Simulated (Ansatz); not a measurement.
**Rock-salt SnTe (cubic form, which distorts at low temperature)**

The numbers are results of LDA (Ansatz, a program for electronic structure, PAW), not measurements.

Run with plane-wave cutoff 520 eV, 10×10×10 k mesh, Fermi–Dirac smearing 0.01 eV, scalar-relativistic PAW data made under PBE.

Cell: relaxed at this level.

```
Item                                                Value
------------------------------------------  -------------
volume per atom                             30.30 Å³/atom
bulk modulus                                     50.6 GPa
lattice parameter a                               6.235 Å
band gap                                             none
pressure derivative B′ of the bulk modulus            4.5
```

Measured, for comparison: band gap 0.3 eV (4 K, zero-point motion not removed, bulk gap, ARPES or transport; rounded; as tabulated in Ando (2013), arXiv:1304.5693); equilibrium volume per atom 31.50 Å³/atom, lattice constant a 6.316 Å (room temperature, not corrected to a static lattice; as tabulated in Maiti et al. (2022), arXiv:2109.01420); bulk modulus 37.8 GPa (temperature not stated, not corrected to a static lattice; as tabulated in Toher et al. (2017), arXiv:1611.05714). Computed (rounded) less measured: equilibrium volume per atom -3.8 %, bulk modulus +34 %, lattice constant a -1.3 %. A static lattice is as a rule a little smaller and stiffer than an uncorrected measurement, which narrows the difference in the lattice constant a and would widen misses of the other sign.

Note: symmetry holds this phase in the static calculation, where it need not be a minimum; the gap of the solid is closed in this run; this level leaves the solid without a gap, although one is measured.

Spin–orbit coupling is not included; it can open a gap where bands touch, and shift volumes and moduli.

Computing time: about 40 core-seconds (a rough figure).
